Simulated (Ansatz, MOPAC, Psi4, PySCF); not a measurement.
System: ethane, C2H6 (charge 0, singlet). SMILES: CC
Geometry from a B3LYP-D3(BJ)/def2-TZVP (Ansatz, a first-principles code) optimisation:
```xyz
8

C      0.0020    -0.0069     0.7631
C     -0.0020     0.0069    -0.7631
H      0.0089     1.0066     1.1692
H     -0.8808    -0.5139     1.1578
H      0.8809    -0.5241     1.1531
H     -0.0089    -1.0066    -1.1692
H     -0.8809     0.5241    -1.1531
H      0.8808     0.5139    -1.1578
```
Charge 0, spin multiplicity 1.

Quantity: vertical ionisation energy to the doublet, in eV. Set-up: frozen cores in correlated levels; open shells spin-unrestricted; spin-orbit terms left out; six Cartesian d functions in 6-31G* and its kin unless marked 5d; each state is the SCF solution reached for its charge and spin; no dispersion term unless named; non-relativistic; 6-311+G** with 5d. Ab initio and DFT rows: single points at B3LYP-D3(BJ) geometries (Ansatz). Semi-empirical rows: differences of heats of formation at the shared geometry for vertical values.

```csv
level,program,vertical ionisation energy to the doublet (eV)
AM1,MOPAC,11.71
PM6,MOPAC,11.78
MNDO,MOPAC,12.57
HF/6-31G*,Ansatz,12.04
PBE/6-31G*,Ansatz,11.81
B3LYP/STO-3G,Ansatz,11.84
B3LYP/3-21G,Ansatz,12.21
B3LYP/6-31G*,Ansatz,12.20
B3LYP/6-311+G**,Ansatz,12.26
M06-2X/6-31G* (5d),PySCF,12.48
wB97X-D/6-31G*,Psi4,12.32
MP2/6-31G*,Ansatz,12.86
MP2/6-311+G**,Ansatz,13.09
PBE0/def2-TZVPD,Ansatz,12.21
wB97X-V/def2-TZVPD,Ansatz,12.43
```

No value to compare with is used here. The 13 habitual levels span 11.71 (AM1) to 13.09 eV (MP2/6-311+G**); wB97X-V/def2-TZVPD gives 12.43.

The levels are drawn from those run, B3LYP/6-31G* more often than the rest, none by its result; left out are runs that failed, that the program found above a lower state of the same kind, or whose <S^2> lies over 0.5 above the pure value.
